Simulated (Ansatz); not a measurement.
Rb (bcc, W type): values from a third-order Birch-Murnaghan fit to a volume scan beside measured ones. Computed values: PBEsol (plane waves to 420 eV, PAW, scalar-relativistic; Ansatz, an electronic-structure program). Rb was relaxed with its symmetry unable to fall. The PAW data are Ansatz's earlier set.

```
quantity                reference                                       kind  PBEsol  difference
----------------------  ---------  -----------------------------------------  ------  ----------
Lattice constant a (Å)      5.576  measured, corrected to the static lattice   5.570      -0.1 %
```

For the lattice constant a it lies within 0.3 % of the reference.

References as given in: Gábor I. Csonka, John P. Perdew, Adrienn Ruzsinszky et al., Physical Review B (2009), arXiv:0903.4037.

(Under strain, the slope of the energy per volume gives the stress and its curvature an elastic modulus.)
